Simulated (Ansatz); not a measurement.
The input, for Ansatz 0.2.0:

```yaml
crystal:
  periodic: [false, false, false]
  atoms:
    - {symbol: C, position_ang: [0.000000, 0.000000, 0.000000]}
    - {symbol: S, position_ang: [0.000000, 0.000000, 1.653700]}
basis:
  gaussian: {orbitals: 6-31G}
total_charge: 1
magnetization: {spin_polarized: false, initial_magnetization: 1}
correlation: {method: fci, electrons: outside_noble_gas}
```

```sh
$ ansatz run in.yaml --threads 1 --pin off --events-out ev --progress --plain --max-ram 2393MiB
```

Q: Roughly how long does this take on 1 thread of Arm Neoverse V1, shared host, and how much host memory?

A: 26 s wall and 0.25 GiB.

```
450 factors; integrals over basis functions are off by at most 5.8e-8 eV
mean field evaluation 1: about -11830.1740 eV, gradient 1.9e1 eV
mean field evaluation 2: about -11830.2705 eV, gradient 1.9e1 eV
mean field evaluation 4: about -11831.8724 eV, gradient 2.3e0 eV
mean field evaluation 8: about -11832.0650 eV, gradient 1.5e-1 eV
mean field evaluation 16: about -11821.0021 eV, gradient 3.6e1 eV
mean field evaluation 32: about -11831.9499 eV, gradient 2.7e-4 eV
mean field evaluation 64: about -11831.9493 eV, gradient 3.0e-1 eV
mean field -11832.06559132 eV, -434.8203904187 hartree, gradient 2.6e-6 eV, S^2 0.750000; 9 other end points of the search recorded, 0 dependent functions left out
determinant -11832.06559132 eV, -434.8203904187 hartree, with singles and doubles -11837.09905470 eV, -435.0053667864 hartree
determinant -11831.94993167 eV, -434.8161400051 hartree, with singles and doubles -11835.67573247 eV, -434.9530606591 hartree
unrestricted determinant -11833.63408394 eV, -434.8780314594 hartree, S^2 1.9527
6 core orbitals not correlated: weight in the atoms' cores, before any rotation towards them, 1.000 or more for the frozen orbitals, at most 0.000 for the correlated occupied ones
reference -11832.06559132 eV, -434.8203904187 hartree; 5, 4 occupied and 11, 12 virtual orbitals, 450 factors
state -11837.51361939 eV, -435.0206017577 hartree
Total energy: -11837.51361939 eV, -435.0206017577 hartree
```
